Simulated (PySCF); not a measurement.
Geometry (Å), atoms numbered from 1 in this order:
```xyz
18

C     2.063   -0.797    0.591
C     1.198   -0.395   -0.329
C    -0.211    0.087   -0.112
C    -0.319    1.511   -0.663
C    -1.154   -0.826   -0.902
C    -0.609    0.079    1.357
H     3.059   -1.124    0.316
H     1.818   -0.816    1.647
H     1.510   -0.401   -1.373
H    -1.346    1.877   -0.579
H    -0.035    1.547   -1.718
H     0.335    2.193   -0.114
H    -1.107   -1.851   -0.528
H    -2.186   -0.475   -0.817
H    -0.889   -0.840   -1.962
H    -0.544   -0.926    1.782
H     0.031    0.740    1.947
H    -1.640    0.424    1.468
```

PySCF calculation with PBE0-D3(BJ)/def2-TZVP structure and shieldings: GIAO B97-2/pcSseg-2; a single conformation, no relativistic terms, gas phase, averaged over atoms made equivalent by symmetry, fast rotation or ring inversion.

Scale: ¹³C (185.38 ppm) and ¹H (31.64 ppm) vs TMS (reference shieldings calculated alike).

```
                              atoms  nucleus  count  δ (ppm)
                                 C1      ¹³C      1    115.5
H10/H11/H12/H13/H14/H15/H16/H17/H18       ¹H      9        ?
                                 H8       ¹H      1     5.19
                                 H9       ¹H      1     6.25
                                 H7       ¹H      1        ?
                                 C3      ¹³C      1     38.0
                                 C2      ¹³C      1    160.8
                           C4/C5/C6      ¹³C      3     31.1
```

Complete the table.

Results:


- H7: 5.14 ppm, hydrogen on a terminal =CH2 carbon; a vinylic proton, deshielded by the sp2 carbon and the C=C anisotropy
- H10/H11/H12/H13/H14/H15/H16/H17/H18: 1.02 ppm, hydrogen on a methyl carbon

Shifts are as computed. Against solution values, carbons near 30 ppm lie about +3 ppm off and those near 130 ppm about +7 ppm. Of 1211 compounds with measured shifts, 218 miss one by over three times the rms of a fit or turn the order of signals round; such compounds aren't used in these exercises.
